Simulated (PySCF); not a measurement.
Compound: C₃H₂FN₂ (charge -1).
SMILES with atom numbers: `[F:1][c:2]1[cH:3][n-:4][cH:5][n:6]1` (hydrogens: H7 on C3; H8 on C5)

The closed-shell ground state was solved at several levels (PySCF, density fitting, gas phase, non-relativistic). Isolated species at its PBE0-D3(BJ)/def2-SVP geometry, gas phase. The geometry's basis has no diffuse functions, a weakness for an anion. Where the HOMO energy is positive, the finite basis confines the outermost electrons. No diffuse functions stand in pcJ-1, pcSseg-1 and pcSseg-2, which bears on an anion's orbital energies.

| level | basis functions | HOMO (eV) | LUMO (eV) | gap (eV) |
| --- | --- | --- | --- | --- |
| PBE/pcSseg-2 | 244 | 0.35 | 4.66 | 4.31 |
| PBE0/pcSseg-1 | 112 | -0.51 | 6.89 | 7.40 |
| wB97X-D/def2-SVPD | 139 | -2.56 | 6.72 | 9.28 |

(1) Estimate the row for B3LYP/pcJ-1, a basis of 182 functions; the other rows only guide the guess.

(2) Over all these levels, which gives the widest orbital gap and which the narrowest?

## Answers

(1) HOMO -0.28 eV, LUMO 6.57 eV, gap 6.85 eV.

(2) wB97X-D/def2-SVPD (range-separated hybrid) has the widest, 9.28 eV, and PBE/pcSseg-2 (GGA) the narrowest, 4.31 eV. Functional and basis both differ between the two, so the spread mixes both effects.
